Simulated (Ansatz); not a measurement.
## Ansatz (development build ahead of 0.2.0) run

```yaml
crystal:
  periodic: [false, false, false]
  atoms:
    - { symbol: P, position_ang: [0.0, 0.0, 0.0] }
    - { symbol: F, position_ang: [0.0, 0.0, 4.2] }
    - { symbol: S, position_ang: [0.0, 2.0671, -0.5539] }
basis:
  gaussian: { orbitals: pcseg-2 }
magnetization:
  initial_magnetization: 2
hamiltonian:
  xc: pbe0
```

The input is written out in the form of the current development build from the run's settings.

The run gave:

```
Converged                       : yes
Total energy                    : -838.92715 hartree
Spin squared of the determinant : 2.000
Stability test                  : minimum among restricted orbitals
```

Caution: stretched shape with no unrestricted run beside it, a lower state can exist; charge can spread falsely over distant fragments; other spin multiplicities may lie lower.
